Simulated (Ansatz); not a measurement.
Ansatz (a first-principles code) input:

Ansatz 0.2 input:
```yaml
crystal:
  periodic: [false, false, false]
  atoms:
    - {symbol: Al, position_ang: [-0.08848961, 0.15669812, 0.36540634]}
    - {symbol: F, position_ang: [-1.32578174, -0.90602136, -0.15113852]}
    - {symbol: F, position_ang: [0.07325047, 1.39829894, -0.80050560]}
    - {symbol: F, position_ang: [1.38034959, -0.71861932, 0.42383495]}
basis:
  gaussian:
    orbitals: def2-TZVP
hamiltonian:
  xc: b3lyp
  dispersion: d3bj
total_charge: -1
magnetization: {spin_polarized: true, initial_magnetization: 1}
phonons: {temperatures: {t_min: 298.15, t_max: 298.15, t_step: 100}}
```

Q: Which total energy does the run end on?

A: -542.39366 Eh (B3LYP-D3(BJ)/def2-TZVP). The basis has 130 functions.
